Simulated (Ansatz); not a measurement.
in.yaml

```yaml
crystal:
  periodic: [false, false, false]
  atoms:
    - {symbol: C, position_ang: [0.000000, -0.316122, 2.771335]}
    - {symbol: Ga, position_ang: [0.000000, -0.340545, 0.854372]}
    - {symbol: Si, position_ang: [0.000000, -0.434517, -1.916035]}
    - {symbol: H, position_ang: [0.000000, 1.091184, -1.709672]}
basis:
  gaussian: {orbitals: cc-pVDZ}
magnetization: {spin_polarized: false, initial_magnetization: 2}
correlation: {active_space: {ras: {orbitals: [10, 2, 37], electrons: 23, max_holes: 2, max_particles: 2}, fixed_orbitals: true}}
output: {forces: true}
```

```sh
$ ansatz run in.yaml --threads 1 --pin off --events-out ev --progress --plain --max-ram 2393MiB
```

(1) What does the program do with this input?

## Answers

(1) Stopped by an error. The input was made wrong on purpose (electron count of the space is wrong), so the run isn't a sound calculation of what was asked.
```
686 factors; integrals over basis functions are off by at most 1.3e-3 eV
mean field evaluation 1: about -61233.9780 eV, gradient 1.5e1 eV
mean field evaluation 2: about -61233.9823 eV, gradient 1.5e1 eV
mean field evaluation 4: about -61234.8027 eV, gradient 9.3e0 eV
mean field evaluation 8: about -61235.3327 eV, gradient 1.3e0 eV
mean field evaluation 16: about -61235.3569 eV, gradient 2.0e-6 eV
mean field evaluation 32: about -61235.0042 eV, gradient 1.2e0 eV
mean field evaluation 64: about -61234.5490 eV, gradient 1.8e-1 eV
mean field evaluation 96: about -61233.7775 eV, gradient 3.1e0 eV
mean field evaluation 128: about -61234.1439 eV, gradient 3.6e0 eV
mean field -61235.35693667 eV, -2250.3578606070 hartree, gradient 2.1e-6 eV, S^2 2.000000; 14 other end points of the search recorded, 0 dependent functions left out
reference -61235.35693667 eV, -2250.3578606070 hartree; 27, 25 occupied and 37, 39 virtual orbitals, 686 factors
Error: 23 electrons in 49 orbitals form no window around the highest filled level of the reference
```
